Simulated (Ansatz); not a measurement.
CH₃N, SMILES C=N: the interaction energy of a dimer with the counterpoise correction, run with the Ansatz DFT code, driven from Python.

The script, `ch3n_dimer.py`:
```python
'''Interaction energy of two CH3N molecules, with the counterpoise correction.'''

import ansatz as az

FIRST = [
    ('C', (-0.0498, -0.3886, 0.0421)),
    ('N', (0.6004, 0.6452, -0.218)),
    ('H', (-1.1003, -0.4394, 0.349)),
    ('H', (0.463, -1.3396, -0.0398)),
    ('H', (0.0868, 1.5224, -0.1334)),
]
SECOND = [
    ('C', (2.8141, -2.993, -1.1428)),
    ('N', (1.8737, -3.2407, -0.3596)),
    ('H', (3.8846, -3.0538, -0.9177)),
    ('H', (2.562, -2.686, -2.1509)),
    ('H', (2.1463, -3.5293, 0.5799)),
]

def energy(atoms, ghosts=()):
    molecule = az.Crystal.molecule()
    for symbol, xyz in atoms:
        molecule = molecule.atom(symbol, xyz)
    calc = (
        molecule.calculation()
        .basis(gaussian='def2-SVPD')
        .functional('B3LYP')
    )
    deck = calc.input()
    if ghosts:
        deck = deck.set(az.key.basis.gaussian.ghost_atoms, [{'symbol': s, 'position_ang': list(xyz)} for s, xyz in ghosts])
    return az.Session.from_dict(deck).plan().execute().report['free_energy_ev']


def main() -> None:
    # monomers in their own basis and in the basis of the dimer
    both = energy(FIRST + SECOND)
    alone = energy(FIRST) + energy(SECOND)
    ghosted = energy(FIRST, SECOND) + energy(SECOND, FIRST)
    print(f'dimer {both:.6f} eV')
    print(f'interaction, uncorrected   {96.485332 * (both - alone):8.3f} kJ/mol')
    print(f'interaction, counterpoise  {96.485332 * (both - ghosted):8.3f} kJ/mol')
    print(f'basis-set superposition    {96.485332 * (alone - ghosted):8.3f} kJ/mol')


if __name__ == '__main__':
    main()
```

How large is the interaction at this pose, and how much of it is basis-set superposition?

Uncorrected it is -5.774 kJ/mol, with the counterpoise correction -2.947 kJ/mol; the difference, 2.83 kJ/mol, is the superposition error.

What the script printed:

```console
$ python ch3n_dimer.py
dimer -5146.670832 eV
interaction, uncorrected     -5.774 kJ/mol
interaction, counterpoise    -2.947 kJ/mol
basis-set superposition       2.827 kJ/mol
```

What to keep in mind:
- Total energies depend on the basis set; only differences at equal settings carry meaning.
- The dimer is a generated trial pose of unrelaxed monomers, not a minimum, so the figure is no binding energy, and the basis set is small.
- b3lyp holds the VWN-RPA fit, as in Gaussian; the form of ORCA and Turbomole is b3lyp5.
- This level lacks the dispersion part of the attraction (electrostatics and induction are there), which can decide the sign where the interaction is weak.
- It ran for 7.5 s on 1 thread of Intel(R) Xeon(R) Processor @ 2.30GHz (shared host), peak memory 0.29 GiB.
